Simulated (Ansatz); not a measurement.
```yaml
crystal:
  periodic: [false, false, false]
  atoms:
    - {symbol: V, position_ang: [0.000000, 0.000000, 0.000000]}
    - {symbol: F, position_ang: [0.000000, 0.000000, 2.020000]}
basis:
  gaussian: {orbitals: def2-TZVP}
hamiltonian: {xc: pbe0}
relax: {f_tol: 0.004, max_steps: 80}
```

```sh
$ ansatz run in.yaml --threads 1 --pin off --events-out ev --progress --plain --max-ram 2176MiB
```

Steps of the relaxation (energy above the last step; positions in Å, forces in eV/Å):

```
2
step 1, 737.1 meV
V     0.000    0.000    0.000    0.000    0.000    3.624
F     0.000    0.000    2.020    0.000    0.000   -3.624
```

```
2
step 2, 141.6 meV
V     0.000    0.000    0.096    0.000    0.000    2.234
F     0.000    0.000    1.924    0.000    0.000   -2.234
```

```
2
step 3, 178.9 meV
V     0.000    0.000    0.205    0.000    0.000   -3.809
F     0.000    0.000    1.815    0.000    0.000    3.809
```

```
2
step 6, 0.0 meV
V     0.000    0.000    0.153    0.000    0.000    0.000
F     0.000    0.000    1.867    0.000    0.000    0.000
```

Close pairs at the end: V1–F2 1.714 Å.

A stationary point of restricted PBE0 after 6 steps (its stability towards spin polarisation wasn't tested). 23 s on 1 thread of Arm Neoverse V1, shared host.
